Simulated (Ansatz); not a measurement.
A calculation with Ansatz (development build ahead of 0.2.0).

```yaml
crystal:
  periodic: [false, false, false]
  atoms:
    - { symbol: B, position_ang: [0.0, 0.0, -0.66612] }
    - { symbol: "N", position_ang: [0.0, 0.0, 0.66612] }
basis:
  gaussian: { orbitals: cc-pVTZ }
hamiltonian:
  xc: hf
correlation:
  method: ccsd_t
  frozen_orbitals: { B: 1, "N": 1 }
```

The input is written out in the form of the current development build from the run's settings.

Output:

```json
{
  "Converged": "yes",
  "Reference energy": "-78.89756 hartree",
  "Correlation energy": "-0.36673 hartree",
  "Total energy": "-79.26429 hartree"
}
```
